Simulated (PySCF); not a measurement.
C2H5O, SMILES CC[O], multiplicity 2.

Geometry optimised at PBE0-D3(BJ)/def2-TZVP. The isomer is the one that the SMILES or the coordinates give; other isomers of the formula were not compared.

Computed with TDA-B3LYP/def2-SVPD (PySCF).

Vertical excitations. Isolated molecule, no solvent.

Computed excitation energies, oscillator strengths and character:
```tsv
state	energy (eV)	λ (nm)	f	main pairs
root 1	0.43	2901	0.000	β HOMO→LUMO 98 %
root 2	4.27	291	0.001	β HOMO−2→LUMO 70 %, β HOMO−3→LUMO 21 %
root 3	5.09	243	0.026	β HOMO−1→LUMO 98 %
root 4	5.69	218	0.001	β HOMO−3→LUMO 77 %, β HOMO−2→LUMO 21 %
root 5	6.71	185	0.000	β HOMO−4→LUMO 90 %
root 6	6.88	180	0.008	β HOMO→LUMO+1 94 %
root 7	7.40	168	0.005	α HOMO→LUMO 86 %, β HOMO−5→LUMO 9 %
root 8	7.61	163	0.055	α HOMO→LUMO 7 %, β HOMO−5→LUMO 79 %
root 9	7.78	159	0.017	β HOMO→LUMO+2 84 %
root 10	8.12	153	0.000	α HOMO−1→LUMO 41 %, β HOMO→LUMO+3 54 %
```
Unrestricted roots are not spin-pure.
